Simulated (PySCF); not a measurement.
CH7NSi.
Bonds: C1–N2, N2–Si3. Hydrogens: H4, H5, H6 on C1; H7 on N2; H8, H9, H10 on Si3.

The same species was optimised twice, with GFN2-xTB and with PBE0-D3(BJ)/def2-SVP (PySCF), and the same property calculations (PySCF, gas phase) were run on both structures.

```tsv
coordinate	GFN2-xTB	PBE0-D3(BJ)/def2-SVP	change
Si3–H8 (Å)	1.461	1.494	+0.033
Si3–H10 (Å)	1.463	1.496	+0.033
Si3–H9 (Å)	1.474	1.504	+0.030
C1–H6 (Å)	1.088	1.102	+0.014
C1–H5 (Å)	1.097	1.108	+0.011
N2–Si3 (Å)	1.718	1.730	+0.012
C1–H4 (Å)	1.092	1.103	+0.011
N2–H7 (Å)	1.009	1.014	+0.005
C1–N2 (Å)	1.442	1.442	0.000
N2–Si3–H8 (°)	103.9	107.2	+3.3
H8–Si3–H10 (°)	113.7	110.7	-3.0
N2–Si3–H10 (°)	105.8	108.7	+2.9
C1–N2–H7 (°)	111.4	114.0	+2.6
H8–Si3–H9 (°)	109.9	107.6	-2.3
H4–C1–H6 (°)	108.6	106.6	-2.0
N2–C1–H5 (°)	112.8	114.3	+1.5
H9–Si3–H10 (°)	108.0	106.6	-1.4
```

Rotational constants: A = 30206, B = 5268, C = 4882 MHz (GFN2-xTB) against A = 30064, B = 5140, C = 4770 MHz (PBE0-D3(BJ)/def2-SVP). Atoms that the bonding makes alike are paired by their places after alignment.

On the GFN2-xTB structure: lowest singlet, TDDFT (eV) 5.65 [PBE0/def2-SVPD]; lowest triplet, Tamm–Dancoff (eV) 5.38 [PBE0/def2-SVPD]; isotropic polarisability (au) 49.4 [PBE0/def2-SVPD]; HOMO (eV) -6.73 [PBE0/def2-SVPD]; LUMO (eV) 0.33 [PBE0/def2-SVPD]; dipole (D) 1.05 [PBE0/def2-SVPD]; HOMO (eV) -6.66 [PBE0/pcSseg-1]; LUMO (eV) 0.69 [PBE0/pcSseg-1]; dipole (D) 1.10 [PBE0/pcSseg-1]; GIAO shielding of C1 (ppm) 152.8 [PBE0/pcSseg-1]; GIAO shielding of N2 (ppm) 261.3 [PBE0/pcSseg-1]; GIAO shielding of Si3 (ppm) 403.7 [PBE0/pcSseg-1]; C1s of C1 (eV) 291.58 [delta-SCF UKS SCAN, pcX-2 on the ionised atom, pcseg-1 elsewhere, spin-free X2C]; N1s of N2 (eV) 404.40 [delta-SCF UKS SCAN, pcX-2 on the ionised atom, pcseg-1 elsewhere, spin-free X2C]; Si1s of Si3 (eV) 1846.56 [delta-SCF UKS SCAN, pcX-2 on the ionised atom, pcseg-1 elsewhere, spin-free X2C]; Si2p of Si3 (eV) 106.97 [delta-SCF UKS SCAN, pcX-2 on the ionised atom, pcseg-1 elsewhere, spin-free X2C].

Problem. What do these properties become on the PBE0-D3(BJ)/def2-SVP structure?

Solution. 
| property | level | on GFN2-xTB | on PBE0-D3(BJ)/def2-SVP | change |
| --- | --- | --- | --- | --- |
| lowest singlet, TDDFT (eV) | PBE0/def2-SVPD | 5.65 | 5.70 | +0.05 |
| lowest triplet, Tamm–Dancoff (eV) | PBE0/def2-SVPD | 5.38 | 5.42 | +0.04 |
| isotropic polarisability (au) | PBE0/def2-SVPD | 49.4 | 50.9 | +1.5 |
| HOMO (eV) | PBE0/def2-SVPD | -6.73 | -6.77 | -0.04 |
| LUMO (eV) | PBE0/def2-SVPD | 0.33 | 0.35 | +0.02 |
| dipole (D) | PBE0/def2-SVPD | 1.05 | 1.17 | +0.12 |
| energy, GFN2-xTB geometry as zero (kcal/mol) | PBE0/def2-SVPD | 0.0 | -1.5 | -1.5 |
| HOMO (eV) | PBE0/pcSseg-1 | -6.66 | -6.70 | -0.04 |
| LUMO (eV) | PBE0/pcSseg-1 | 0.69 | 0.75 | +0.06 |
| dipole (D) | PBE0/pcSseg-1 | 1.10 | 1.23 | +0.13 |
| energy, GFN2-xTB geometry as zero (kcal/mol) | PBE0/pcSseg-1 | 0.0 | -1.1 | -1.1 |
| GIAO shielding of C1 (ppm) | PBE0/pcSseg-1 | 152.8 | 151.7 | -1.1 |
| GIAO shielding of N2 (ppm) | PBE0/pcSseg-1 | 261.3 | 261.9 | +0.6 |
| GIAO shielding of Si3 (ppm) | PBE0/pcSseg-1 | 403.7 | 403.7 | 0.0 |
| C1s of C1 (eV) | delta-SCF UKS SCAN, pcX-2 on the ionised atom, pcseg-1 elsewhere, spin-free X2C | 291.58 | 291.72 | +0.14 |
| N1s of N2 (eV) | delta-SCF UKS SCAN, pcX-2 on the ionised atom, pcseg-1 elsewhere, spin-free X2C | 404.40 | 404.53 | +0.13 |
| Si1s of Si3 (eV) | delta-SCF UKS SCAN, pcX-2 on the ionised atom, pcseg-1 elsewhere, spin-free X2C | 1846.56 | 1846.74 | +0.18 |
| Si2p of Si3 (eV) | delta-SCF UKS SCAN, pcX-2 on the ionised atom, pcseg-1 elsewhere, spin-free X2C | 106.97 | 107.08 | +0.11 |

The heavy atoms differ by 0.011 Å rms after alignment. Among all bonds Si3–H8 and Si3–H10 change most and about equally (+0.033 Å). Changes are differences of the printed values. Neither structure is proved a minimum here.
